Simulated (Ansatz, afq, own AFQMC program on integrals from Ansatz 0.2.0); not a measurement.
# ZrC⁺, quartet: AFQMC among the cluster methods

```
atom   x (Å)   y (Å)   z (Å)
  Zr  0.0000  0.0000  0.0000
   C  0.0000  0.0000  1.7546
```

Basis def2-TZVP with its core potentials. Noble-gas cores (and the filled d shells of Ga–Kr and In–Xe) are frozen. Ansatz 0.2.0 and our own AFQMC program on the same integrals; the CISD trial comes from CCSD amplitudes, and released means the phaseless constraint is let go. Error bars are statistical, one sigma. No spin–orbit coupling. The metal's outer-core s and p shells are frozen, which shifts wave-function levels against functionals.

Determinant: UHF, the one that the program's search chose, which needn't be the lowest solution. The geometry is a PBE0/def2-TZVP stationary point of this or a neighbouring charge and spin state.

No full CI on the walks' own integrals is used here; CCSDT(Q) serves as the reference and is uncertain by about the last step of the cluster series.

Cautions: no spin-orbit coupling; outer-core shells of the metal frozen; another spin lies lower; raised T1 diagnostic (T1 0.048, weight of the determinant 0.87, largest double 0.05); unrestricted determinant slightly spin contaminated (⟨S²⟩ 3.84 against 3.75); the ph-AFQMC/HF walk drifts between its halves (2.6 errors); released walk and highest rung disagree (by 23 meV at 1.50 1/Eh).

* T1 diagnostic: 0.0475
* weight of the determinant in the CISD state: 0.873
* ⟨S²⟩ of the determinant: 3.841
* size of the correlated space: 7 electrons in 66 orbitals

Reference: CCSDT(Q), correlation energy -5.181 eV. The released energy is read at 1.50 1/Eh (meV from the phaseless value at times in 1/Eh: -13 ± 4 at 0.24, -22 ± 3 at 0.50, -47 ± 6 at 1.00, -41 ± 5 at 1.50).

| level | E − E(reference) (kJ/mol) | share of correlation (%) |
| --- | --- | --- |
| HF | 499.9 | 0.00 |
| MP2 | 77.6 | 84.48 |
| CCSD | 33.8 | 93.25 |
| CCSD(T) | 6.3 | 98.75 |
| CCSDT | 2.5 | 99.50 |
| ph-AFQMC/HF | 18.6 ± 2.1 | 96.27 |
| ph-AFQMC/CISD | 6.2 ± 0.5 | 98.77 |
| released AFQMC | 2.2 ± 0.5 | 99.55 |

A walk keeps the symmetry of its determinant, which the program's search chose and which needn't be the lowest solution, so a lower state of the same spin and another symmetry isn't excluded. Released energies are given only where the last usable release times agree within the noise; a slower fall can still hide under it.
